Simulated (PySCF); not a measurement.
Gas-phase reaction: 2 C2H3 (vinyl) → 2 CH2 + C2H2 (acetylene)

Computed with PySCF and rigid-rotor harmonic-oscillator thermochemistry at 1 bar. Table values come from the NASA 1993 polynomials. † marks an energy on the PBE0/def2-TZVP geometry and frequencies. Open shells (unrestricted): C2H3 (vinyl) (multiplicity 2), CH2 (multiplicity 3); the rest are closed-shell singlets. The table's entry may be an old estimate for C2H3 (vinyl), CH2 (not checked at source).

M06-2X/def2-TZVP† gives ΔH°(298 K) = 404.5 kJ.

Question: What does LDA/def2-TZVP† give, and where does the table lie?

Answer: LDA/def2-TZVP†: 520.1 kJ. Table: 406.3 kJ.
